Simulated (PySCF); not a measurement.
Bonds broken one at a time in the series Ga F-SiH3. All species are isolated molecules in the gas phase. Strings in code marks are SMILES.

Level of theory: B3LYP-D3(BJ)/def2-TZVP in PySCF. B3LYP has the VWN-RPA correlation part, as in Gaussian. 

| species | dipole moment (D) |
|---|---|
| whole molecule (`[F][Ga]([F])[F]`) | 0.00 |
| radical fragment (`[F]`) | 0.00 |
| radical fragment (`[F][Ga][F]`) | 2.49 |
| whole molecule (`[F][Ga]([F])[SiH3]`) | 3.78 |
| radical fragment (`[F][Ga][SiH3]`) | 2.50 |
| radical fragment (`[SiH3]`) | 0.08 |
| whole molecule (`[SiH3][Ga]([F])[SiH3]`) | [?] |
| whole molecule (`[SiH3][Ga]([SiH3])[SiH3]`) | [?] |

Fill in the missing entries.


- whole molecule (`[SiH3][Ga]([F])[SiH3]`), dipole moment (D): 2.20
- whole molecule (`[SiH3][Ga]([SiH3])[SiH3]`), dipole moment (D): 0.08
